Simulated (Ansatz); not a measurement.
# C4H9F: the cost of one run

Program: Ansatz 0.2.0, Gaussian basis. Level of theory: the settings change from run to run. These are calculated values, not measurements.

### 1 The molecule

An earlier PBE0-D4 in a triple-zeta def2 set relaxation fixed the geometry.

SMILES `CC(C)(C)F`, 14 atoms, charge 0, spin multiplicity 1.

Atoms are counted from 1 here; the program's logs count them from 0.

Bond lengths: C1–C2 1.514 Å, C1–H6 1.092 Å, C1–H7 1.092 Å, C1–H8 1.092 Å, C2–C3 1.514 Å, C2–C4 1.514 Å, C2–F5 1.406 Å, C3–H9 1.092 Å, C3–H10 1.092 Å, C3–H11 1.092 Å, C4–H12 1.092 Å, C4–H13 1.092 Å, C4–H14 1.092 Å. Angles: C2–C1–H6 110.3°, C2–C1–H7 110.3°, C2–C1–H8 110.5°, H6–C1–H7 108.6°, H6–C1–H8 108.5°, H7–C1–H8 108.5°, C1–C2–C3 112.1°, C1–C2–C4 112.1°, C1–C2–F5 106.7°, C3–C2–C4 112.1°, C3–C2–F5 106.7°, C4–C2–F5 106.7°, C2–C3–H9 110.3°, C2–C3–H10 110.3°, C2–C3–H11 110.5°, H9–C3–H10 108.6°, H9–C3–H11 108.5°, H10–C3–H11 108.5° and more.

### 2 PBE0-DH/def2-mTZVP

This run has coordinates scaled by 0.96, density fitting with cc-pVTZ-jkfit, a point charge of 2.00 e beside it, relativity set to none, high accuracy.

in.yaml reads:

```yaml
crystal:
  periodic: [false, false, false]
  atoms:
    - {symbol: C, position_ang: [-1.241906, 0.624880, 0.113528]}
    - {symbol: C, position_ang: [0.143419, 0.261098, -0.133189]}
    - {symbol: C, position_ang: [0.861501, -0.022768, 1.098116]}
    - {symbol: C, position_ang: [0.261081, -0.820931, -1.096362]}
    - {symbol: F, position_ang: [0.735309, 1.340339, -0.687670]}
    - {symbol: H, position_ang: [-1.292890, 1.444853, 0.764031]}
    - {symbol: H, position_ang: [-1.716763, 0.881197, -0.784761]}
    - {symbol: H, position_ang: [-1.760894, -0.176334, 0.547155]}
    - {symbol: H, position_ang: [0.808855, 0.797647, 1.747933]}
    - {symbol: H, position_ang: [1.869655, -0.222952, 0.893998]}
    - {symbol: H, position_ang: [0.448119, -0.856535, 1.581101]}
    - {symbol: H, position_ang: [-0.182855, -1.694741, -0.723932]}
    - {symbol: H, position_ang: [1.269728, -1.020730, -1.298408]}
    - {symbol: H, position_ang: [-0.214554, -0.563055, -1.993795]}
basis:
  gaussian: {orbitals: def2-mTZVP, fitting: {mean_field: cc-pVTZ-jkfit}, point_charges: [{charge: 2.00, position_ang: [4.722, 0.794, -0.982]}]}
hamiltonian: {xc: {name: PBE0-DH}, pseudopotentials: {relativity: none}}
accuracy: high
output: {forces: true}
```

Started as:

```
$ ansatz run in.yaml --threads 4 --pin off --events-out ev --progress --plain --max-ram 10444MiB
```

What time and memory should one allow on 4 threads of AMD EPYC 7B13, shared host?

About 7 s, with a peak of 0.47 GiB.
